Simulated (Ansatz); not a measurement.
# How methods differ on BH2ClO (SMILES OBCl)

The species is BH2ClO (5 atoms), meant as a singlet with charge 0. As SMILES, `OBCl`. Geometry: relaxed at PBE0-D4/def2-TZVP. This is one conformer, not always the lowest.

```xyz
5

O    -0.8633   -0.6186   -0.0029
B     0.3790   -0.1372    0.1379
Cl    0.7886    1.4960   -0.3953
H    -1.4777    0.0012   -0.4097
H     1.2233   -0.8151    0.6286
```

Each level gives the energy change with the B2–Cl3 bond stretched from 1.766 to 3.532 Å (eV). The values are calculated.

```json
{"level": "r2SCAN/STO-3G (restricted)", "kind": "meta-GGA", "program": "Ansatz", "value (eV)": "5.60", "less FCI/STO-3G": "+0.39", "CPU time (all runs)": "6.4 s"}
{"level": "B3LYP/STO-3G (restricted)", "kind": "global hybrid", "program": "Ansatz", "value (eV)": "5.66", "less FCI/STO-3G": "+0.45", "CPU time (all runs)": "2.6 s"}
{"level": "CAM-B3LYP/STO-3G (restricted)", "kind": "range-separated hybrid", "program": "Ansatz", "value (eV)": "6.28", "less FCI/STO-3G": "+1.07", "CPU time (all runs)": "2.8 s"}
{"level": "BCCD(T)/STO-3G (restricted)", "kind": "coupled cluster or CI", "program": "Ansatz", "value (eV)": "5.19", "less FCI/STO-3G": "-0.02", "CPU time (all runs)": "0.44 s"}
{"level": "CCSD/STO-3G (restricted)", "kind": "coupled cluster or CI", "program": "Ansatz", "value (eV)": "5.39", "less FCI/STO-3G": "+0.18", "CPU time (all runs)": "0.36 s"}
{"level": "CCSDT(Q)/STO-3G (restricted)", "kind": "coupled cluster or CI", "program": "Ansatz", "value (eV)": "5.24", "less FCI/STO-3G": "+0.03", "CPU time (all runs)": "0.99 s"}
{"level": "CCSDT/STO-3G (restricted)", "kind": "coupled cluster or CI", "program": "Ansatz", "value (eV)": "5.22", "less FCI/STO-3G": "+0.01", "CPU time (all runs)": "0.88 s"}
{"level": "FCI/STO-3G", "kind": "exact in the basis", "program": "Ansatz", "value (eV)": "5.21", "less FCI/STO-3G": "0.00", "CPU time (all runs)": "51 s"}
```

FCI/STO-3G is exact within its basis and frozen core, so for wave-function methods in that basis the difference is their error; functionals converge differently with the basis, so for them it is only a difference. The first shape isn't each level's own minimum. The values span 5.19 to 6.28 eV. All rows use very small basis sets, so even the best lies far from the true value. CPU times are rough (shared hosts, several kinds of processor): they show what a rung costs within a factor of a few.
